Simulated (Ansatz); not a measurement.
Total energies of `CC(C)C(C)Cl`.

```csv
atom,x (Å),y (Å),z (Å)
C1,0.1514,1.1828,1.5144
C2,0.3917,0.1167,0.4563
C3,-0.1423,-1.2279,0.9408
C4,-0.2362,0.4920,-0.8831
C5,-0.0878,-0.5493,-1.9691
Cl6,0.4887,2.0316,-1.4897
H7,0.5438,2.1522,1.2075
H8,-0.9199,1.2968,1.7094
H9,0.6308,0.9019,2.4548
H10,1.4718,0.0229,0.2891
H11,0.1377,-2.0514,0.2829
H12,0.2532,-1.4493,1.9344
H13,-1.2342,-1.2107,1.0193
H14,-1.2924,0.7312,-0.7317
H15,-0.6407,-1.4541,-1.7086
H16,0.9630,-0.8116,-2.1120
H17,-0.4786,-0.1739,-2.9149
```

Charge 0, multiplicity 1. Geometry: relaxed with PBE0-D4/def2-TZVP. It is one conformer, not always the lowest. Basis def2-TZVPP, the Gaussian-basis code of Ansatz.

RPA on PBE orbitals: Hartree–Fock energy of these orbitals -655.27910 Eh, correlation -1.80576 Eh (frozen core).

```
functional  energy without D4 (Eh)  D4 term (kJ/mol)
     B3LYP              -657.47875             -60.2
   r2SCAN0              -657.28244             -11.5
```

Problem. Give the same for LDA (SPW92), PBE, revPBE, BLYP, r2SCAN, B97M-V, PBE0, r2SCANh, HSE06 (plane-wave form), BHLYP, CAM-B3LYP, LC-ωPBE, ωB97X-V, ωB97M-V, B2PLYP, PBE-QIDH. (An estimate is asked.)

Solution. Ansatz gave: 
```
             functional  energy without D4 (Eh)  D4 term (kJ/mol)
            LDA (SPW92)              -654.08763                 –
                    PBE              -656.97972             -37.9
                 revPBE              -657.30113            -124.8
                   BLYP              -657.32167             -83.8
                 r2SCAN              -657.29856             -10.0
                 B97M-V              -657.34466                 –
                   PBE0              -657.05767             -32.1
                r2SCANh              -657.29163             -10.5
HSE06 (plane-wave form)              -657.03709             -29.6
                  BHLYP              -657.32389             -42.2
              CAM-B3LYP              -657.34955             -32.1
                LC-ωPBE              -657.21325                 –
                ωB97X-V              -657.33640                 –
                ωB97M-V              -657.31530                 –
                 B2PLYP              -657.13044                 –
               PBE-QIDH              -656.95316                 –
```

B3LYP takes the VWN-RPA correlation (the form of Gaussian; ORCA's B3LYP/G). HSE06 is the plane-wave form, built on full-range PBE exchange. The double hybrids freeze the cores in their second-order part.

LC-ωPBE has ω = 0.4 bohr⁻¹.
